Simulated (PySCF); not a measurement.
## S₂ at UHF-SCS-MP2

Computed with UHF-SCS-MP2; basis S pcseg-1; no relativity; PySCF 2.14.

- state: ³Σg⁻ (triplet), unpaired electrons π ↑↑
- bond length: 192.2 pm
- harmonic wavenumber: 714 cm⁻¹
- force constant: 4.81 mdyn/Å
- rotational constant Be: 0.2855 cm⁻¹
- anharmonicity ωexe: 3.23 cm⁻¹
- vibration–rotation constant αe: 0.00163 cm⁻¹
- well depth De to S + S: 3.45 eV
- dissociation energy D0: 3.40 eV

Correlated steps freeze 10 core orbitals. Correlated levels converge slowly with the basis: in double zeta they bind strong bonds too weakly, by up to about 1 eV, and carry superposition errors of some tenths. The state is the lowest determinant that a PBE0 search found; another state may lie lower at other levels.
